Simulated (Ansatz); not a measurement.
# C₃H₆FN: one species, many methods

An exercise on one series of results from a longer session: the logs are not shown, and one member is left open.

Method: functionals in def2-TZVPP, the program's frozen cores in correlated methods; program: Ansatz 0.2.0, Gaussian basis.

Levels to be run: PBE-D4, r2SCAN-D4, PBE0-D4, B3LYP-D4, ωB97X-V, ωB97M-V, B2PLYP; CCSD(T)/def2-TZVPP; MP2/def2-QZVPP; extrapolation to the limit.

## Structure used throughout

An earlier PBE0-D4 in a triple-zeta def2 set relaxation fixed the geometry.

SMILES `CC(=N)CF`, 11 atoms, charge 0, spin multiplicity 1.

Atoms are counted from 1 here; the program's logs count them from 0.

Bond lengths: C1–C2 1.495 Å, C1–H6 1.088 Å, C1–H7 1.094 Å, C1–H8 1.094 Å, C2–N3 1.263 Å, C2–C4 1.506 Å, N3–H9 1.021 Å, C4–F5 1.374 Å, C4–H10 1.096 Å, C4–H11 1.096 Å. Angles: C2–C1–H6 109.5°, C2–C1–H7 110.9°, C2–C1–H8 110.9°, H6–C1–H7 109.2°, H6–C1–H8 109.2°, H7–C1–H8 107.0°, C1–C2–N3 121.1°, C1–C2–C4 114.9°, N3–C2–C4 124.0°, C2–N3–H9 110.1°, C2–C4–F5 111.5°, C2–C4–H10 110.1°, C2–C4–H11 110.1°, F5–C4–H10 108.4°, F5–C4–H11 108.4°, H10–C4–H11 108.2°.

As a file:

```
C    -0.8518   -0.1067    1.1252
C     0.0349    0.4279    0.0473
N     0.2811    1.6633   -0.0423
C     0.5888   -0.6107   -0.8915
F     1.3910   -0.0440   -1.8523
H    -1.1976    0.7136    1.7513
H    -0.3183   -0.8332    1.7457
H    -1.7170   -0.6233    0.6987
H     0.9010    1.8410   -0.8344
H    -0.2291   -1.1406   -1.3927
H     1.1825   -1.3443   -0.3344
```

Set-up of the first run:

The input, in.yaml:

```yaml
crystal:
  periodic: [false, false, false]
  atoms:
    - {symbol: C, position_ang: [-0.851815, -0.106702, 1.125240]}
    - {symbol: C, position_ang: [0.034871, 0.427933, 0.047270]}
    - {symbol: N, position_ang: [0.281080, 1.663278, -0.042276]}
    - {symbol: C, position_ang: [0.588833, -0.610668, -0.891515]}
    - {symbol: F, position_ang: [1.391018, -0.044020, -1.852341]}
    - {symbol: H, position_ang: [-1.197624, 0.713608, 1.751342]}
    - {symbol: H, position_ang: [-0.318259, -0.833176, 1.745707]}
    - {symbol: H, position_ang: [-1.717049, -0.623335, 0.698714]}
    - {symbol: H, position_ang: [0.901008, 1.841021, -0.834376]}
    - {symbol: H, position_ang: [-0.229062, -1.140621, -1.392739]}
    - {symbol: H, position_ang: [1.182498, -1.344318, -0.334427]}
basis:
  gaussian: {orbitals: def2-TZVPP}
hamiltonian: {xc: pbe, dispersion: d4}
output: {forces: true, orbitals: {seedname: orbitals}}
```

Run with:

```bash
$ ansatz run in.yaml --threads 4 --pin off --events-out ev --progress --plain --max-ram 10444MiB
```

Steps of the session up to this table: PBE-D4 (GGA); r2SCAN-D4 (meta-GGA); PBE0-D4 (hybrid); B3LYP-D4 (hybrid); ωB97X-V (range-separated); ωB97M-V (range-separated); B2PLYP (double hybrid); CCSD(T) in def2-TZVPP; MP2 in def2-QZVPP.

One table of the session follows, with a row left open; its other results are not shown here.

| method | atomisation energy (eV) |
| --- | --- |
| PBE-D4 | 46.773 |
| r2SCAN-D4 | 45.403 |
| PBE0-D4 | 45.680 |
| B3LYP-D4 | 45.478 |
| ωB97X-V | 45.465 |
| ωB97M-V | 45.522 |
| B2PLYP | 44.983 |
| HF/def2-TZVPP | 32.350 |
| MP2/def2-TZVPP | 44.926 |
| CCSD/def2-TZVPP | 43.390 |
| CCSD(T)/def2-TZVPP | ? |
| MP2/CBS | 46.091 |
| CCSD(T)/CBS | 45.289 |

**Question.** Estimate the row for CCSD(T)/def2-TZVPP.

**Answer.** atomisation energy (eV): 44.124. In the column «atomisation energy (eV)» it lies between CCSD/def2-TZVPP (43.390) and MP2/def2-TZVPP (44.926).
